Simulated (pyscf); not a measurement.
H₂Sb–SbH₂ → HSb=SbH + H₂, gas phase, singlet surface. PySCF, gas phase, ωB97X-D3(BJ)/def2-SVP geometries. ΔG in kcal/mol from ωB97M-D3(BJ)/def2-TZVP energies (ideal gas, 1 atm, RRHO with modes under 100 cm⁻¹ raised to 100, one conformer, R ln 2 for chiral ones without a mode under 150 cm⁻¹).

```csv
T (K),ΔG
298,+7.5
600,-0.3
900,?
1200,-15.5
```

Q: Fit a line to the three values, predict ΔG at 900 K, and estimate where the reaction turns favourable at 1 atm of each gas.

A: Least squares gives ΔG = +15.1 − 25.5 × T/1000 K, so ΔS is about +107 J/(mol K) and ΔH about +15.1 kcal/mol over this range (ΔH at 298 K: +15.0). At 900 K the line gives -7.8; the computed value is -8.0. ΔG = 0 falls near 590 K; 1 kcal/mol in the energy moves that by 39 K. This is thermodynamics alone and says nothing of the barrier. One closed-shell reference is unstable to symmetry breaking; treat the single-reference values with care. Elements past Kr carry the def2 core potentials, without spin-orbit coupling.
